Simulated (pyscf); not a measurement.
Thermochemistry of product channels of H₂C=SiH₂ on the singlet surface, in kcal/mol, from ωB97M-D3(BJ)/def2-TZVP energies (ideal gas, 1 atm, RRHO with modes under 100 cm⁻¹ raised to 100, one conformer, R ln 2 for rigid chiral ones). Single points on ωB97X-D3(BJ)/def2-SVP structures (PySCF, gas phase).

```tsv
products	ΔE	ΔH(298 K)	ΔG(298 K)	ΔG(1200 K)
H₃C–SiH: [singlet]	0.0	+1.2	+0.1	-3.1
H₂C=Si: [singlet] + hydrogen (H₂)	+33.9	+30.6	+21.9	-5.8
```

The channel to H₂C=Si: [singlet] + H₂ turns favourable between 298 and 1200 K (ΔG from +21.9 kcal/mol to -5.8 kcal/mol).

These are energies of the channels, which say nothing of barriers.
